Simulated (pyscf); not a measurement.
Concerted two-bond exchange: [O=Si–OH]• + H₂O → [O=Si–OH]• + H₂O

Gas phase, doublet surface, charge 0. Bonds broken: O3–H5, H4–O6. Bonds formed: O1–H4, H5–O6. Optimised with ωB97X-D3(BJ)/def2-SVP in PySCF. Correlated levels are frozen-core, on RHF or UHF. ΔMP2 is the change of the MP2 total energy from the triple- to the quadruple-zeta basis.

Transition state (Å):

```xyz
7

O     -1.3111     0.2472     0.8599
Si    -1.4891    -1.3267     0.7961
O     -0.9655    -2.0583    -0.5092
H     -0.7620     0.4157    -0.3556
H     -0.5549    -0.9655    -1.1758
O     -0.3403     0.1291    -1.3659
H      0.6181     0.2525    -1.3318
```

One imaginary mode, 1199i cm⁻¹; descent along it reached the two sides named, in the forms told below.

```json
[
 {"bond": "O3–H5", "change": "breaks", "reactant side (Å)": "0.995", "saddle": "1.344", "product side": "1.952"},
 {"bond": "H4–O6", "change": "breaks", "reactant side (Å)": "0.979", "saddle": "1.132", "product side": "1.770"},
 {"bond": "O1–H4", "change": "forms", "reactant side (Å)": "1.954", "saddle": "1.344", "product side": "0.995"},
 {"bond": "H5–O6", "change": "forms", "reactant side (Å)": "1.770", "saddle": "1.132", "product side": "0.979"}
]
```

Electronic energies relative to the separated reactants (kcal/mol):

```csv
level,barrier,reaction energy,reverse barrier
ωB97X-D3(BJ)/def2-TZVP,0.5,0.0,0.5
PBE/def2-TZVP,-4.0,0.0,-4.0
r²SCAN/def2-TZVP,-3.7,0.0,-3.7
B3LYP-D3(BJ)/def2-TZVP,-0.3,0.0,-0.3
PBE0-D3(BJ)/def2-TZVP,-2.6,0.0,-2.6
M06-2X/def2-TZVP,-1.4,0.0,-1.4
ωB97M-D3(BJ)/def2-TZVP,0.9,0.0,0.9
HF/def2-TZVP,16.3,0.0,16.3
MP2/def2-QZVPP,1.3,0.0,1.3
CCSD/def2-TZVPP,5.5,0.0,5.5
CCSD(T)/def2-TZVPP,2.9,0.0,2.9
CCSD(T)/def2-TZVPP + ΔMP2(QZVPP),3.5,0.0,3.5
```

With CCSD(T)/def2-TZVPP + ΔMP2(QZVPP) energies and thermal terms (ideal gas, 1 atm, RRHO with modes under 100 cm⁻¹ raised to 100, one conformer, R ln 2 for chiral ones without a mode under 150 cm⁻¹), in kcal/mol:

```json
[
 {"T (K)": "298", "ΔH‡": "1.8", "ΔG‡": "13.6", "ΔH": "0.0", "ΔG": "0.0"},
 {"T (K)": "600", "ΔH‡": "1.2", "ΔG‡": "25.8", "ΔH": "0.0", "ΔG": "0.0"},
 {"T (K)": "900", "ΔH‡": "1.6", "ΔG‡": "38.0", "ΔH": "0.0", "ΔG": "0.0"},
 {"T (K)": "1200", "ΔH‡": "2.4", "ΔG‡": "50.0", "ΔH": "0.0", "ΔG": "0.0"}
]
```

On the reactant side the descent ends in a bound adduct, 13.2 kcal/mol under the separated species and 13.7 kcal/mol under the saddle at ωB97X-D3(BJ)/def2-TZVP. On the product side the descent ends in a bound adduct, 13.2 kcal/mol under the separated species and 13.7 kcal/mol under the saddle at ωB97X-D3(BJ)/def2-TZVP. At PBE, r²SCAN, B3LYP-D3(BJ), PBE0-D3(BJ), M06-2X the saddle lies under the separated reactants, which points to a path from their complex (located at ωB97X-D3(BJ) alone). At PBE, r²SCAN, B3LYP-D3(BJ), PBE0-D3(BJ), M06-2X the saddle lies under the separated products, which points to a path from their complex (located at ωB97X-D3(BJ) alone). The same reactants have a lower exit, to HO–Si•(OH)–OH (barrier -9.1 kcal/mol at ωB97M-D3(BJ)/def2-TZVP, against +0.9 kcal/mol here). One saddle was located; it need not be the lowest between these sides. The CCSD(T) − MP2 part came from Ansatz, without density fitting, on the same reference.
